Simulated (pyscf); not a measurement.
Optimised with ωB97X-D3(BJ)/def2-SVP in PySCF.

Estimate the classical barrier height and the reaction energy of `[OH][TaH]([F])([F])[F]` → `[O]=[Ta]([F])([F])[F]` + `[H][H]` at ωB97M-D3(BJ)/def2-TZVP. The step runs on the singlet surface, breaks H–O, H–Ta and forms H–H; take the reactant's lowest minimum found as zero.

ΔE‡ = 116.3 kJ/mol, ΔE = +0.5 kJ/mol. Zero-point energy shifts the barrier by -10.9 kJ/mol. It is an elimination, with an imaginary mode of 1460i cm⁻¹. At the saddle there is also a short H–Ta contact that neither side keeps. One saddle was located; it need not be the lowest between these sides. Elements past Kr carry the def2 core potentials, without spin-orbit coupling.
